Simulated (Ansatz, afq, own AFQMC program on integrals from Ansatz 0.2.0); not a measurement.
# Where AFQMC and coupled cluster stand for HO⁻, singlet

```xyz
2

O     0.0000    0.0000    0.0000
H     0.0000    0.0000    1.0060
```

Basis aug-cc-pVDZ. Only valence electrons are correlated. Ansatz 0.2.0 and our own AFQMC program on the same integrals; the CISD trial comes from CCSD amplitudes, and released means the phaseless constraint is let go. Uncertainties: one standard error, sampling alone.

Determinant: RHF, the one that the program's search chose, which needn't be the lowest solution. The geometry is a PBE0/def2-TZVPD stationary point of this or a neighbouring charge and spin state.

No full CI on the walks' own integrals is used here; CCSDT(Q) serves as the reference and is uncertain by about the last step of the cluster series.

Cautions: raised T1 diagnostic (T1 0.025, weight of the determinant 0.92, largest double 0.04).

```
T1 diagnostic                               : 0.0248
weight of the determinant in the CISD state : 0.916
size of the correlated space                : 8 electrons in 31 orbitals
```

Reference: CCSDT(Q), correlation energy -6.840 eV. The released energy is read at 2.40 1/Eh (meV from the phaseless value at times in 1/Eh: 6 ± 17 at 0.24, 3 ± 15 at 0.51, -7 ± 15 at 0.99, 6 ± 18 at 1.62, 3 ± 29 at 2.40).

```csv
level,E − E(reference) (kJ/mol),share of correlation (%)
HF,660.0,0.00
MP2,21.6,96.72
CCSD,25.0,96.21
CCSD(T),3.4,99.49
CCSDT,2.5,99.62
ph-AFQMC/HF,-10.1 ± 6.4,101.53
ph-AFQMC/CISD,0.1 ± 1.4,99.98
released AFQMC,0.4 ± 2.8,99.93
```

A walk keeps the symmetry of its determinant, which the program's search chose and which needn't be the lowest solution, so a lower state of the same spin and another symmetry isn't excluded. Released energies are given only where the last usable release times agree within the noise; a slower fall can still hide under it.
